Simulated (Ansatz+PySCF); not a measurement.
## doublet SiH3: levels of theory in one basis

```csv
atom,x (Å),y (Å),z (Å)
Si,0.0000,0.0000,0.0747
H,0.0000,1.3942,-0.3685
H,1.2074,-0.6971,-0.3685
H,-1.2074,-0.6971,-0.3685
```

Basis set: cc-pVTZ on H; cc-pV(T+d)Z on Si (spherical functions). Correlated methods keep 5 orbitals frozen. Correlation on ROHF uses semicanonical orbitals with singles. Charge 0, multiplicity 2.

Computed with Ansatz (development build ahead of 0.2.0) and PySCF 2.14.0; each method stands on the lowest determinant of its kind that the runs found.

```
  method  E − E(ROHF) (eV)  <S²> of the determinant
    ROHF              0.00                     0.75
     UHF             -0.04                     0.76
ROHF-MP2             -3.21                        –
 UHF-MP2             -3.21                     0.76
```

What does ROHF-CCSD(T) give on the same scale?

-4.01 eV.
